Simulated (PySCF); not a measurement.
# Field gradients at the hydrogen positions

Species: C₅H₁₀.
Cartesian coordinates in Å at the PBE0-D3(BJ)/def2-SVP level; atoms count from 1:
```
atom  x, y, z in Å
C1     2.116    0.233   -0.457
C2     1.332   -0.164    0.751
C3     0.035   -0.489    0.814
C4    -0.959   -0.526   -0.305
C5    -2.086    0.488   -0.123
H6     2.970   -0.447   -0.613
H7     1.515    0.234   -1.377
H8     2.543    1.243   -0.333
H9     1.899   -0.186    1.690
H10   -0.370   -0.746    1.802
H11   -0.462   -0.360   -1.273
H12   -1.395   -1.540   -0.358
H13   -2.832    0.407   -0.929
H14   -2.610    0.335    0.834
H15   -1.695    1.517   -0.123
```

Level: PBE0/pcSseg-1 (PySCF, non-relativistic); Q(2H) = 0.00286 b; rigid geometry, the same for H and D, with no vibrational averaging.

Problem. Rank these positions by the coupling χzz of a deuteron there, largest first.
A. H7 (methyl hydrogen)
B. H6 (methyl hydrogen)
C. H12 (methylene hydrogen)

Solution. A (199 kHz), B (194 kHz), C (190 kHz).

Problem. Tabulate Vzz, the asymmetry η and χzz = 234.96 MHz × Q × Vzz for every hydrogen position.

Solution. 
```csv
atom,bonded to,bond length (Å),Vzz (au),η,χzz (kHz)
H6,C1,1.103,0.2888,0.02,194
H7,C1,1.099,0.2957,0.03,199
H8,C1,1.103,0.2887,0.02,194
H9,C2,1.097,0.2984,0.07,201
H10,C3,1.098,0.2975,0.08,200
H11,C4,1.101,0.2891,0.03,194
H12,C4,1.105,0.2823,0.01,190
H13,C5,1.101,0.2929,0.02,197
H14,C5,1.102,0.2904,0.03,195
H15,C5,1.101,0.2910,0.02,196
```

Problem. How does χzz go with the bond length over the 10 C–H bonds?

Solution. A straight-line fit has a slope of -12.4 kHz for each 0.01 Å, with a correlation coefficient of -0.97, over lengths from 1.097 to 1.105 Å. The longer bonds have the smaller couplings here.

Problem. A static deuteron (I = 1) shows a doublet split by (3/2)χ, (3/4)χ(1 + η) and (3/4)χ(1 − η) with the field along z, y and x of the gradient. What are these for H12?

Solution. With |χ| = 189.7 kHz and η = 0.013: 285, 144 and 140 kHz, to first order and without motion.

Geometry: PBE0-D3(BJ)/def2-SVP, one conformer, isolated molecule. A larger basis could move these couplings by a tenth or more.

These values come from a run that also computed NMR shieldings. Time: 8.0 s wall. Hardware: one thread, x86-64 server, on a shared host.
